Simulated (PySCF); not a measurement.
Excitation energies in several basis sets

C5H9N.
Cartesian coordinates in Å at the PBE0-D3(BJ)/def2-SVP level; atoms count from 1:
```xyz
15
C5H9N angstrom
C      2.3605    0.5428   -0.4201
C      1.2333    0.5102    0.2922
C      0.5877   -0.7258    0.8314
C     -0.8212   -0.9589    0.2811
N     -1.7189    0.0866    0.6982
C     -2.3605    0.7209   -0.1837
H      2.9113   -0.3741   -0.6566
H      2.7798    1.4830   -0.7883
H      0.7108    1.4511    0.5060
H      1.2099   -1.6069    0.6063
H      0.5086   -0.6492    1.9301
H     -1.2024   -1.9066    0.6992
H     -0.7816   -1.0716   -0.8233
H     -2.2696    0.5131   -1.2699
H     -3.0504    1.5236    0.1157
```

TDDFT with PBE0 (PySCF), vertical singlets, core orbitals frozen in the response, spherical d and f functions. Geometry: PBE0-D3(BJ)/def2-SVP, one conformer, isolated molecule.

| basis | functions | diffuse | S1 (eV) | S2 (eV) | S3 (eV) | S4 (eV) | S5 (eV) | LUMO (eV) | α (au) |
| --- | --- | --- | --- | --- | --- | --- | --- | --- | --- |
| 6-31G* | 102 | no | 5.09 | 6.24 | 6.92 | 7.67 | 7.89 | 0.05 | 59.0 |
| 6-31+G* | 126 | yes | 4.94 | 5.94 | 6.56 | 6.88 | 7.02 | -0.51 | 68.4 |
| def2-SVP | 129 | no | 4.96 | 6.23 | 6.70 | 7.54 | 7.74 | -0.18 | 61.8 |
| def2-SVPD | 192 | yes | 4.89 | 6.03 | 6.60 | 7.21 | 7.32 | -0.49 | 71.3 |
| aug-cc-pVDZ | 219 | yes | 4.88 | 5.92 | 6.40 | 6.50 | 6.66 | -0.57 | 73.7 |
| def2-TZVP | 240 | no | 4.92 | 6.04 | 6.63 | 7.26 | 7.46 | -0.43 | 69.5 |

Problem. How much do these states and the polarisability depend on the basis?

Solution. States are compared by their number. Against the largest diffuse basis here (aug-cc-pVDZ, itself not a converged limit), sets without diffuse functions differ by up to 0.21 eV in S1 and 1.23 eV in S5; the smaller diffuse sets differ by up to 0.06 and 0.66 eV. S1 is led by HOMO→LUMO (93%) in def2-SVP and by HOMO-1→LUMO (54%) in aug-cc-pVDZ. S1 is led by HOMO→LUMO (52%) in def2-TZVP and by HOMO-1→LUMO (54%) in aug-cc-pVDZ. State by state, the largest deviation of a set without diffuse functions is S1 0.21, S2 0.33, S3 0.53, S4 1.18, S5 1.23 eV. The same number needn't mean the same state in each row. Against aug-cc-pVDZ the polarisability deviates by -20% in 6-31G*, -7% in 6-31+G*, -16% in def2-SVP, -3% in def2-SVPD, -6% in def2-TZVP. A single + in a Pople set puts diffuse functions on heavy atoms only.
